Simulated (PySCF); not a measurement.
Gas-phase reaction: B2O2 + 6 OH + N2 ⇌ 2 B(OH)3 + 2 NO

Method: PySCF energies plus ideal-gas RRHO corrections (1 bar). † marks an energy on the PBE0/def2-TZVP geometry and frequencies; other levels use their own. CCSD(T) freezes the core. 6-31G* has spherical d functions here. Open shells (unrestricted): OH (multiplicity 2, electronic degeneracy 4), NO (multiplicity 2, electronic degeneracy 4); the rest are closed-shell singlets. Spin-orbit splitting is ignored; it lowers the true energy and changes the entropy of OH, NO. B3LYP is the form with VWN-RPA correlation. CCSD(T) isn't extrapolated to the basis-set limit; its ΔH°(298 K) is -1546.3 kJ in def2-SVP and -1553.3 kJ in def2-TZVPP. The harmonic model lacks anharmonicity and excited electronic states, which grow with temperature; levels with a mode under 35 cm⁻¹ are left out. Internal rotation in B(OH)3 is treated as a harmonic vibration of one conformer, which makes the entropy rough. Warning, large T1 diagnostic: B2O2 (CCSD(T)/def2-SVP†).

ΔH° and ΔS° at 298 K: B3LYP/6-31G* -1575 kJ, -581 J/K; B3LYP/def2-TZVP† -1540 kJ, -581 J/K; CCSD(T)/def2-SVP† -1546 kJ, -581 J/K.

**Question.** With the heat capacities included, give log10 K (1 bar) at 600, 1400, 1600, 2000, 2500 K from B3LYP/6-31G*, B3LYP/def2-TZVP†, CCSD(T)/def2-SVP†.

**Answer.** 
| T (K) | B3LYP/6-31G* | B3LYP/def2-TZVP† | CCSD(T)/def2-SVP† |
|---|---|---|---|
| 600 | 106.4 | 103.3 | 103.9 |
| 1400 | 27.8 | 26.5 | 26.7 |
| 1600 | 20.5 | 19.3 | 19.5 |
| 2000 | 10.3 | 9.4 | 9.6 |
| 2500 | 2.3 | 1.6 | 1.7 |
